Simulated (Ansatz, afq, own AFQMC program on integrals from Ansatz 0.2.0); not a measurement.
## HCl + GeH$_{3}$, doublet: a scan with AFQMC

```json
{"atom": "Cl", "x (Å)": "-2.4845", "y (Å)": "0.0000", "z (Å)": "0.0000"}
{"atom": "H", "x (Å)": "-1.2057", "y (Å)": "0.0000", "z (Å)": "0.0000"}
{"atom": "Ge", "x (Å)": "1.1615", "y (Å)": "0.0000", "z (Å)": "0.0000"}
{"atom": "H", "x (Å)": "1.6301", "y (Å)": "-1.4659", "z (Å)": "0.0000"}
{"atom": "H", "x (Å)": "1.6301", "y (Å)": "0.7330", "z (Å)": "-1.2695"}
{"atom": "H", "x (Å)": "1.6301", "y (Å)": "0.7330", "z (Å)": "1.2695"}
```

A hydrogen atom is moved from one rigid fragment to the other; the Cl1–H2 distance tells how far. The two fragments are held close together, so this isn't a minimum-energy path and the start is a compressed complex. Energies in kJ/mol count from this geometry (1.279 Å) at the same level; the start stands on UHF, each point on the determinant named.

Basis cc-pVTZ. Only valence electrons are correlated. Integrals, coupled cluster, full CI and functionals: Ansatz 0.2.0; the random walks run on the same integrals in our own AFQMC program. The CISD trial takes its coefficients from CCSD amplitudes. Released means that phaseless walkers are propagated on without the constraint, phases kept. Error bars are statistical, one sigma. No spin–orbit coupling.

Cautions, each for one point or more: inner d shell frozen; no relativity below Rb; no spin-orbit coupling; unrestricted determinant slightly spin contaminated.

```json
{"r(Cl1–H2) / Å": "1.518", "det.": "UHF", "T1": "0.013", "weight": "0.85", "⟨S²⟩": "0.78", "MP2": "40.0", "r2SCAN": "22.0", "CCSD(T)": "35.0"}
{"r(Cl1–H2) / Å": "1.638", "det.": "UHF", "T1": "0.017", "weight": "0.84", "⟨S²⟩": "0.80", "MP2": "68.8", "r2SCAN": "40.6", "CCSD(T)": "57.6"}
{"r(Cl1–H2) / Å": "1.757", "det.": "UHF", "T1": "0.018", "weight": "0.84", "⟨S²⟩": "0.81", "MP2": "84.4", "r2SCAN": "51.3", "CCSD(T)": "68.4"}
{"r(Cl1–H2) / Å": "1.877", "det.": "UHF", "T1": "0.018", "weight": "0.84", "⟨S²⟩": "0.79", "MP2": "83.5", "r2SCAN": "53.3", "CCSD(T)": "66.8"}
{"r(Cl1–H2) / Å": "2.116", "det.": "UHF", "T1": "0.014", "weight": "0.85", "⟨S²⟩": "0.76", "MP2": "73.7", "r2SCAN": "57.8", "CCSD(T)": "59.9"}
```

Problem. Estimate the curve of phaseless AFQMC with a CISD trial, counted from the same start.

Solution. 
```json
{"r(Cl1–H2) / Å": "1.518", "det.": "UHF", "T1": "0.013", "weight": "0.85", "⟨S²⟩": "0.78", "ph-AFQMC/CISD": "36.4 ± 1.6"}
{"r(Cl1–H2) / Å": "1.638", "det.": "UHF", "T1": "0.017", "weight": "0.84", "⟨S²⟩": "0.80", "ph-AFQMC/CISD": "56.2 ± 1.5"}
{"r(Cl1–H2) / Å": "1.757", "det.": "UHF", "T1": "0.018", "weight": "0.84", "⟨S²⟩": "0.81", "ph-AFQMC/CISD": "69.6 ± 1.5"}
{"r(Cl1–H2) / Å": "1.877", "det.": "UHF", "T1": "0.018", "weight": "0.84", "⟨S²⟩": "0.79", "ph-AFQMC/CISD": "65.9 ± 1.4"}
{"r(Cl1–H2) / Å": "2.116", "det.": "UHF", "T1": "0.014", "weight": "0.85", "⟨S²⟩": "0.76", "ph-AFQMC/CISD": "59.6 ± 1.4"}
```

Weight is that of the determinant in the CISD state; at the start T1 is 0.010 and the weight 0.85, and ⟨S²⟩ is 0.76. Largest departures from phaseless AFQMC with a CISD trial: CCSD(T) 1.4 kJ/mol at 1.638 (on UHF) (within the noise), MP2 17.6 kJ/mol at 1.877 (on UHF), r2SCAN -18.3 kJ/mol at 1.757. The walk's constraint bias lies outside its error bars, so these are departures and not errors. Functionals count only at points shown to share the start's state and spin.

A walk keeps the symmetry of its determinant, which the program's search chose and which needn't be the lowest solution, so a lower state of the same spin and another symmetry isn't excluded.
